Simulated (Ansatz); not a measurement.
How far each method lies from UCCSDT(Q) for [Cl···H···O], triplet

Geometry: a point of a hydrogen-transfer path between rigid fragments, not a stationary point.

```yaml
atoms:
  - { symbol: Cl, position_ang: [0.0000, 0.0000, -1.5653] }
  - { symbol: H, position_ang: [0.0000, 0.0000, 0.2437] }
  - { symbol: O, position_ang: [0.0000, 0.0000, 1.3217] }
```

Basis cc-pVDZ; Ansatz 0.2.0. Correlated methods freeze the noble-gas cores, which leaves 14 electrons in 31 orbitals. R marks a restricted (for open shells ROHF) determinant, U an unrestricted one. Active spaces: pair = (4e, 4o) about the gap; valence = (14e, 9o) chosen from the atoms' valence shells.

Full CI isn't at hand for all of this; UCCSDT(Q) serves as the reference, and is uncertain by about the last step of the cluster series. The frozen core follows each run's orbitals, which can shift R against U totals by a few meV.

HF rows are the lowest solutions found. Coupled cluster chose its determinant by trial CCSD, here up to 0.08 eV above the lowest Hartree–Fock solution of its kind, and MP2 stands on that determinant too. For open shells CISD is restricted-active-space CI with the open shells as a complete middle space.

- UHF ⟨S²⟩: 2.037
- T1 diagnostic (RCCSD): 0.0234
- largest doubles amplitude (RCCSD): 0.053
- T1 diagnostic (UCCSD): 0.0129

```
                   level  E − E(UCCSDT(Q)) (kJ/mol)  share of correlation (%)  wall time
                    RHF†                      827.3                         –          –
                     UHF                      804.7                      3.65          –
                    RMP2                       97.4                     88.34          –
                    UMP2                       99.5                     88.09          –
                   CISD†                       79.9                         –        8 s
                   RCCSD                       14.7                     98.24          –
                   UCCSD                       14.1                     98.31          –
                RCCSD(T)                        3.0                     99.64       12 s
                UCCSD(T)                        2.9                     99.66       10 s
                 BCCD(T)                        3.0                     99.65       11 s
                  RCCSDT                        1.4                     99.83          –
                  UCCSDT                        1.3                     99.84          –
               RCCSDT(Q)                        0.1                     99.99       34 s
  CASSCF (valence space)                      745.1                     10.79          –
  NEVPT2 (valence space)                      144.5                     82.71      3.5 s
  MRCISD (valence space)                       59.1                     92.93          –
MRCISD+Q (valence space)                        4.1                     99.50      6.5 s
```

A dagger marks rows that describe another state than the reference (another or a broken symmetry, a higher spin or other natural occupations), so the difference isn't the method's error.

The correlation energy at UCCSDT(Q), counted from the determinant under the R cluster runs, is -8.656 eV. That run took 27 s on 1 thread of Intel Xeon Platinum 8175M, shared host.

Run but not shown, since their state or frozen core can't be matched to the reference's or they repeat it: CASSCF (pair space), NEVPT2 (pair space), MRCISD (pair space), MRCISD+Q (pair space).

Times hold each run's SCF and search for its determinant on a shared host, so for small cases they say little of a method's own cost; they ran on 1 thread of Intel Xeon Platinum 8175M.

Natural occupations of CASSCF (valence space) about the gap: 1.999 1.998 1.960 1.003 1.000 0.040; effectively unpaired electrons, Σ n²(2−n)², 2.01.
